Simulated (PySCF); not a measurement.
Molecule: `N#Cc1ccccc1`, C7H5N.

Bonds (- single, = double, # triple, : aromatic): N1#C2 1.159 Å, C2-C3 1.433 Å, C3:C4 1.403 Å, C4:C5 1.391 Å, C5:C6 1.395 Å, C6:C7 1.395 Å, C7:C8 1.391 Å, C8:C3 1.403 Å. C4 carries H9; C5 carries H10; C6 carries H11; C7 carries H12; C8 carries H13.

Geometry PBE0-D3(BJ)/def2-SVP throughout; GIAO in PySCF 2.14.0 with density-fitted response routines, gas phase, one conformer, non-relativistic; equivalent atoms averaged; functional PBE0.

Question: How do the shifts δ (against NH3, TMS at the same level) depend on the basis set? (ppm; last column core-seconds on shared hosts with different chips, so compare them loosely)

Answer: 
| basis set | functions | N1 | C4/C8 | C6 | C5/C7 | C3 | C2 | H9/H13 | H11 | H10/H12 | core-s |
| --- | --- | --- | --- | --- | --- | --- | --- | --- | --- | --- | --- |
| STO-3G | 45 | 238.8 | 114.5 | 112.9 | 111.3 | 100.8 | 93.5 | 7.62 | 7.40 | 7.38 | 2.9 |
| pcSseg-0 | 82 | 328.9 | 144.9 | 142.4 | 139.1 | 122.9 | 136.3 | 7.73 | 7.51 | 7.45 | 6.8 |
| 6-31G | 82 | 279.3 | 129.8 | 127.7 | 125.1 | 112.6 | 117.5 | 7.78 | 7.61 | 7.54 | 6 |
| 6-31G* | 122 | 273.5 | 127.6 | 125.7 | 122.8 | 109.1 | 109.7 | 7.54 | 7.47 | 7.38 | 9.3 |
| cc-pVDZ | 137 | 292.5 | 132.9 | 131.3 | 128.6 | 115.7 | 114.6 | 7.58 | 7.47 | 7.37 | 15 |
| def2-SVP | 137 | 295.1 | 132.1 | 129.8 | 126.8 | 113.1 | 113.7 | 7.53 | 7.36 | 7.31 | 13 |
| pcSseg-1 | 161 | 320.1 | 139.5 | 137.5 | 134.3 | 118.3 | 124.2 | 7.77 | 7.65 | 7.58 | 15 |
| aug-cc-pVDZ | 229 | 286.8 | 132.4 | 130.6 | 127.7 | 114.1 | 117.2 | 7.94 | 7.80 | 7.70 | 32 |
| 6-311+G(2d,p) | 246 | 303.6 | 137.6 | 135.6 | 132.4 | 117.8 | 123.4 | 7.93 | 7.77 | 7.66 | 26 |
| def2-TZVP | 278 | 310.3 | 139.2 | 137.2 | 133.9 | 119.6 | 123.7 | 7.89 | 7.74 | 7.66 | 44 |
| cc-pVTZ | 310 | 309.1 | 138.2 | 136.3 | 133.2 | 118.6 | 122.8 | 7.87 | 7.72 | 7.63 | 50 |
| IGLO-III | 330 | 311.7 | 142.5 | 140.4 | 137.1 | 122.2 | 125.9 | 7.90 | 7.75 | 7.66 | 55 |

Question: Which nucleus moves most, in ppm?

Answer: N1 (nitrile nitrogen): from 238.8 ppm with STO-3G to 328.9 ppm with pcSseg-0. The smallest spread is 0.39 ppm, at H10/H12. Proton shifts span only some 12 ppm, so a few tenths of a ppm matter as much there as several ppm in carbon.

Question: Taking the largest basis, IGLO-III (330 functions), as the yardstick, rank the others by their worst heavy-atom deviation.

Answer: def2-TZVP 3.3 ppm (278 functions), cc-pVTZ 4.3 ppm (310 functions), 6-311+G(2d,p) 8.1 ppm (246 functions), pcSseg-1 8.5 ppm (161 functions), def2-SVP 16.6 ppm (137 functions), pcSseg-0 17.2 ppm (82 functions), cc-pVDZ 19.2 ppm (137 functions), aug-cc-pVDZ 24.9 ppm (229 functions), 6-31G 32.4 ppm (82 functions), 6-31G* 38.2 ppm (122 functions), STO-3G 72.9 ppm (45 functions).

A small basis that lands close on one nucleus may do so by chance; judge by the trend and by all nuclei.
